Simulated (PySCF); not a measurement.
**BHF2 (SMILES FBF) at 6 levels**

We compute a comparison of 6 runs (B3LYP/STO-3G, M06-2X/STO-3G, r2SCAN/STO-3G, NEVPT2(2,2)/STO-3G, CISD/STO-3G, CCSD(T)/STO-3G) of BHF2. The job is set up through a Python script.

Program for the calculation: PySCF 2.14.0.

2 further runs of the same task are left out: 2 set aside as unsound or not needed.

### Step 1. The system as given

BHF2 has 4 atoms, charge 0, and is taken as a singlet. SMILES: `FBF`. The coordinates come from a PBE0-D4/def2-TZVP relaxation.

Bond lengths: F1–B2 1.313 Å, B2–F3 1.313 Å, B2–H4 1.191 Å. Angles: F1–B2–F3 118.1°, F1–B2–H4 121.0°, F3–B2–H4 121.0°.

### Step 2. A single-point energy at B3LYP/STO-3G (run 1)

run.py

```python
from pyscf import gto, dft

mol = gto.M(
    atom='F 1.154300 0.456900 -0.361900; B -0.001900 -0.031000 0.025200; F -1.095400 0.528700 -0.438900; H -0.057000 -0.954600 0.775600',
    verbose=4,
    max_memory=1860,
    basis='sto-3g',
)

myscf = dft.RKS(mol)
myscf.xc = 'b3lyp'
myscf.grids.level = 5
myscf.conv_tol = 1e-10
myscf.kernel()
if not myscf.converged:
    myscf = myscf.newton().run(myscf.mo_coeff, myscf.mo_occ)

e_final = myscf.e_tot
print('Final energy', e_final)
```

Run with:

```bash
$ OMP_NUM_THREADS=1 python run.py
```

The program printed:

```text
PySCF version 2.14.0

[INPUT] num. atoms = 4
[INPUT] num. electrons = 24
[INPUT] charge = 0
[INPUT] spin (= nelec alpha-beta = 2S) = 0
[INPUT] symmetry False subgroup None
[INPUT] Mole.unit = angstrom
[INPUT] Symbol           X                Y                Z      unit          X                Y                Z       unit  Magmom
[INPUT]  1 F      1.154300000000   0.456900000000  -0.361900000000 AA    2.181310865585   0.863415866314  -0.683891884480 Bohr   0.0
[INPUT]  2 B     -0.001900000000  -0.031000000000   0.025200000000 AA   -0.003590479637  -0.058581509862   0.047621098339 Bohr   0.0
[INPUT]  3 F     -1.095400000000   0.528700000000  -0.438900000000 AA   -2.070005996849   0.999098202058  -0.829400796072 Bohr   0.0
[INPUT]  4 H     -0.057000000000  -0.954600000000   0.775600000000 AA   -0.107714389100  -1.803932558510   1.465671582213 Bohr   0.0

nuclear repulsion = 61.8885547887802
number of shells = 10
number of NR pGTOs = 48
number of NR cGTOs = 16
basis = sto-3g
ecp = {}

******** <class 'pyscf.dft.rks.RKS'> ********
method = RKS
initial guess = minao
damping factor = 0
level_shift factor = 0
DIIS = <class 'pyscf.scf.diis.CDIIS'>
diis_start_cycle = 1
diis_space = 8
diis_damp = 0
SCF conv_tol = 1e-10
SCF conv_tol_grad = None
SCF max_cycles = 50
direct_scf = True
direct_scf_tol = 1e-13
XC library pyscf.dft.libxc version 7.0.0
    S. Lehtola, C. Steigemann, M. J.T. Oliveira, and M. A.L. Marques.,  SoftwareX 7, 1–5 (2018)
XC functionals = b3lyp
    P. J. Stephens, F. J. Devlin, C. F. Chabalowski, and M. J. Frisch.,  J. Phys. Chem. 98, 11623 (1994)
radial grids:
    Treutler-Ahlrichs [JCP 102, 346 (1995); DOI:10.1063/1.469408] (M4) radial grids

becke partition: Becke, JCP 88, 2547 (1988); DOI:10.1063/1.454033
pruning grids: <function nwchem_prune>
grids dens level: 5
symmetrized grids: False
atomic radii adjust function: <function treutler_atomic_radii_adjust>
small_rho_cutoff = 0
Set gradient conv threshold to 1e-05
Initial guess from minao.
tot grids = 154456
init E= -222.18871408369
  HOMO = -0.375232206245531  LUMO = 0.0314224871060158  gap/eV = 11.06564
cycle= 1 E= -221.928070312104  delta_E= 0.261  |g|= 0.496  |ddm|= 2.37
  HOMO = -0.145377458259374  LUMO = 0.114093432954208  gap/eV = 7.06056
cycle= 2 E= -221.890932038116  delta_E= 0.0371  |g|= 0.659  |ddm|= 1.43
  HOMO = -0.227657437169506  LUMO = 0.129162775661367  gap/eV = 9.70957
cycle= 3 E= -222.022814229576  delta_E= -0.132  |g|= 0.0116  |ddm|= 0.746
  HOMO = -0.229637112737498  LUMO = 0.13113891173378  gap/eV = 9.81722
cycle= 4 E= -222.02285458609  delta_E= -4.04e-05  |g|= 0.00128  |ddm|= 0.0138
  HOMO = -0.2298671712103  LUMO = 0.130899836423195  gap/eV = 9.81697
cycle= 5 E= -222.022855167573  delta_E= -5.81e-07  |g|= 0.000227  |ddm|= 0.0023
  HOMO = -0.229854745903503  LUMO = 0.130945704048715  gap/eV = 9.81788
cycle= 6 E= -222.022855178433  delta_E= -1.09e-08  |g|= 0.000152  |ddm|= 0.000479
  HOMO = -0.229853798859804  LUMO = 0.130949245562626  gap/eV = 9.81795
cycle= 7 E= -222.022855186272  delta_E= -7.84e-09  |g|= 4.84e-06  |ddm|= 0.000208
  HOMO = -0.22985451452938  LUMO = 0.130948502911709  gap/eV = 9.81795
cycle= 8 E= -222.022855186281  delta_E= -8.53e-12  |g|= 4.91e-07  |ddm|= 7.84e-06
  HOMO = -0.22985465596823  LUMO = 0.130948526618231  gap/eV = 9.81795
Extra cycle  E= -222.022855186281  delta_E= -3.41e-13  |g|= 4.76e-07  |ddm|= 1.19e-06
converged SCF energy = -222.022855186281
Final energy -222.02285518628108
```

It took 3.6 s on 1 thread of Arm Neoverse N1, shared host; peak memory 0.18 GiB.

### Step 3. The energy at M06-2X/STO-3G (run 2)

input.py

```python
from pyscf import gto, dft

mol = gto.M(
    atom='''
F      2.181311     0.863416    -0.683892
B     -0.003590    -0.058582     0.047621
F     -2.070006     0.999098    -0.829401
H     -0.107714    -1.803933     1.465672
''',
    verbose=4,
    charge=0,
    basis='sto-3g',
    max_memory=1860,
    unit='bohr',
)

myscf = dft.RKS(mol)
myscf.xc = 'm06-2x'
myscf.conv_tol = 1e-10
myscf.grids.level = 5
myscf.kernel()
if not myscf.converged:
    myscf = myscf.newton().run(myscf.mo_coeff, myscf.mo_occ)

e_final = myscf.e_tot
print(f'total energy: {e_final:.8f} hartree')
```

Run with:

```bash
$ OMP_NUM_THREADS=1 python input.py
```

The program printed:

```text
PySCF version 2.14.0

[INPUT] num. atoms = 4
[INPUT] num. electrons = 24
[INPUT] charge = 0
[INPUT] spin (= nelec alpha-beta = 2S) = 0
[INPUT] symmetry False subgroup None
[INPUT] Mole.unit = bohr
[INPUT] Symbol           X                Y                Z      unit          X                Y                Z       unit  Magmom
[INPUT]  1 F      1.154300071129   0.456900070744  -0.361900061131 AA    2.181311000000   0.863416000000  -0.683892000000 Bohr   0.0
[INPUT]  2 B     -0.001899746187  -0.031000259370   0.025199947961 AA   -0.003590000000  -0.058582000000   0.047621000000 Bohr   0.0
[INPUT]  3 F     -1.095400001668   0.528699893076  -0.438900107914 AA   -2.070006000000   0.999098000000  -0.829401000000 Bohr   0.0
[INPUT]  4 H     -0.056999794097  -0.954600233627   0.775600221084 AA   -0.107714000000  -1.803933000000   1.465672000000 Bohr   0.0

nuclear repulsion = 61.8885496644335
number of shells = 10
number of NR pGTOs = 48
number of NR cGTOs = 16
basis = sto-3g
ecp = {}

******** <class 'pyscf.dft.rks.RKS'> ********
method = RKS
initial guess = minao
damping factor = 0
level_shift factor = 0
DIIS = <class 'pyscf.scf.diis.CDIIS'>
diis_start_cycle = 1
diis_space = 8
diis_damp = 0
SCF conv_tol = 1e-10
SCF conv_tol_grad = None
SCF max_cycles = 50
direct_scf = True
direct_scf_tol = 1e-13
XC library pyscf.dft.libxc version 7.0.0
    S. Lehtola, C. Steigemann, M. J.T. Oliveira, and M. A.L. Marques.,  SoftwareX 7, 1–5 (2018)
XC functionals = m06-2x
    Y. Zhao and D. G. Truhlar.,  Theor. Chem. Acc. 120, 215 (2008)
    Y. Zhao and D. G. Truhlar.,  Theor. Chem. Acc. 120, 215 (2008)
radial grids:
    Treutler-Ahlrichs [JCP 102, 346 (1995); DOI:10.1063/1.469408] (M4) radial grids

becke partition: Becke, JCP 88, 2547 (1988); DOI:10.1063/1.454033
pruning grids: <function nwchem_prune>
grids dens level: 5
symmetrized grids: False
atomic radii adjust function: <function treutler_atomic_radii_adjust>
small_rho_cutoff = 0
Set gradient conv threshold to 1e-05
[... 1 set-up line as earlier in the session ...]
tot grids = 154456
init E= -222.197775292342
  HOMO = -0.401054046464675  LUMO = 0.0791047343267499  gap/eV = 13.06579
cycle= 1 E= -221.942096937975  delta_E= 0.256  |g|= 0.501  |ddm|= 2.32
  HOMO = -0.243400393516957  LUMO = 0.14991802543973  gap/eV = 10.70274
cycle= 2 E= -221.995384502291  delta_E= -0.0533  |g|= 0.394  |ddm|= 1.15
  HOMO = -0.308809223176944  LUMO = 0.17944451866228  gap/eV = 13.28606
cycle= 3 E= -222.04151031776  delta_E= -0.0461  |g|= 0.00861  |ddm|= 0.454
  HOMO = -0.310181937211447  LUMO = 0.182048138397548  gap/eV = 13.39426
cycle= 4 E= -222.041558882175  delta_E= -4.86e-05  |g|= 0.00153  |ddm|= 0.0212
  HOMO = -0.310194696423551  LUMO = 0.182111409557779  gap/eV = 13.39633
cycle= 5 E= -222.041559933996  delta_E= -1.05e-06  |g|= 0.000115  |ddm|= 0.00318
  HOMO = -0.310234889657311  LUMO = 0.182082087780354  gap/eV = 13.39663
cycle= 6 E= -222.041559943192  delta_E= -9.2e-09  |g|= 3.48e-05  |ddm|= 0.000304
  HOMO = -0.310237098617856  LUMO = 0.182086643639929  gap/eV = 13.39681
cycle= 7 E= -222.041559943661  delta_E= -4.69e-10  |g|= 1.46e-05  |ddm|= 6.56e-05
  HOMO = -0.310237948062369  LUMO = 0.182088536949897  gap/eV = 13.39689
cycle= 8 E= -222.04155994375  delta_E= -8.9e-11  |g|= 1.79e-06  |ddm|= 2.52e-05
  HOMO = -0.310238218684475  LUMO = 0.182088115938337  gap/eV = 13.39688
Extra cycle  E= -222.041559943751  delta_E= -9.66e-13  |g|= 9.69e-07  |ddm|= 4.03e-06
converged SCF energy = -222.041559943751
total energy: -222.04155994 hartree
```

Run time: 4.2 s. Hardware: 1 thread of Arm Neoverse N1, shared host; peak memory 0.19 GiB.

Runs 3 to 4 aren't shown in full; the table further down has their settings and results.

### Step 4. The energy at CISD/STO-3G (run 5)

job.py

```python
from pyscf import gto, scf, ci

molecule = gto.Mole()
molecule.atom = [
    ('F', (1.154300, 0.456900, -0.361900)),
    ('B', (-0.001900, -0.031000, 0.025200)),
    ('F', (-1.095400, 0.528700, -0.438900)),
    ('H', (-0.057000, -0.954600, 0.775600)),
]
molecule.verbose = 3
molecule.max_memory = 1860
molecule.basis = 'sto-3g'
molecule.build()

mf = scf.RHF(molecule)
mf.conv_tol = 1e-10
mf.kernel()
if not mf.converged:
    mf = mf.newton().run(mf.mo_coeff, mf.mo_occ)

cisd = ci.CISD(mf, frozen=3)
cisd.kernel()
energy = cisd.e_tot
print('E = %.10f Eh' % energy)
```

Run with:

```bash
$ OMP_NUM_THREADS=1 python job.py
```

The program printed:

```text
converged SCF energy = -221.134594285724
E(RCISD) = -221.2282053006029  E_corr = -0.09361101487862999
E = -221.2282053006 Eh
```

Run time: 0.88 s. Hardware: 1 thread of Arm Neoverse N1, shared host; peak memory 0.1 GiB.

### Step 5. A single-point energy at CCSD(T)/STO-3G (run 6)

job.py

```python
from pyscf import gto, cc

mol = gto.M(
    atom='F 1.154300 0.456900 -0.361900; B -0.001900 -0.031000 0.025200; F -1.095400 0.528700 -0.438900; H -0.057000 -0.954600 0.775600',
    verbose=3,
    charge=0,
    basis='sto-3g',
    max_memory=1860,
)

mf = mol.RHF()
mf.conv_tol = 1e-10
mf.kernel()
if not mf.converged:
    mf = mf.newton().run(mf.mo_coeff, mf.mo_occ)

mycc = cc.CCSD(mf, frozen=3)
mycc.kernel()
e_t = mycc.ccsd_t()
energy = mycc.e_tot + e_t
print('E(%s) = %.9f' % ('CCSD(T)', energy))
```

Run with:

```bash
$ OMP_NUM_THREADS=1 python job.py
```

The program printed:

```text
converged SCF energy = -221.134594285724
E(CCSD) = -221.2298813985759  E_corr = -0.09528711285161522
CCSD(T) correction = -0.00697371860032536
E(CCSD(T)) = -221.236855117
```

Run time: 1.1 s. Hardware: 1 thread of Arm Neoverse N1, shared host; peak memory 0.12 GiB.

### Step 6. The series

```
run               level  integration grid      active selection  energy (Eh)  dipole moment (D) of the reference  HOMO energy (eV)  LUMO energy (eV)  wall time
  1        B3LYP/STO-3G                 5                     –  -222.022855                                0.20             -6.25              3.56      3.6 s
  2       M06-2X/STO-3G                 5                     –  -222.041560                                0.07             -8.44              4.95      4.2 s
  3       r2SCAN/STO-3G                 5                     –  -221.970216                                0.23             -5.09              3.01      4.5 s
  4  NEVPT2(2,2)/STO-3G                 –  mp2 natural orbitals  -221.210298                                0.34            -11.59              8.42      1.3 s
  5         CISD/STO-3G                 –                     –  -221.228205                                0.34            -11.59              8.42     0.88 s
  6      CCSD(T)/STO-3G                 –                     –  -221.236855                                0.34            -11.59              8.42      1.1 s
```

### Step 7. Results

| quantity | value |
| --- | --- |
| run 6: total energy | -221.23686 Eh |
| run 6: dipole moment (Hartree–Fock density) | 0.34 D |
| run 6: HOMO energy (Hartree–Fock orbitals) | -11.59 eV |
| run 6: LUMO energy (Hartree–Fock orbitals) | 8.42 eV |
| run 6: HOMO–LUMO gap (Hartree–Fock orbitals) | 20.00 eV |
| run 6: correlation energy (3 core orbitals frozen) | -102.3 mEh |
| run 6: (T) correction | -6.97 mEh |
| run 6: T1 diagnostic | 0.017 |

**Reading.** Over runs 1, 2, 3 the dipole moment (its size) runs from 0.07 D (M06-2X/STO-3G) to 0.23 D (r2SCAN/STO-3G). Over runs 1, 2, 3 the HOMO–LUMO gap runs from 8.10 eV (r2SCAN/STO-3G) to 13.40 eV (M06-2X/STO-3G). Totals of different functionals can't be ranked against each other. In runs 1, 2, 3, 4, 5, 6 the basis is minimal, so the values are rough. All runs together took 16 s, the longest 4.5 s.
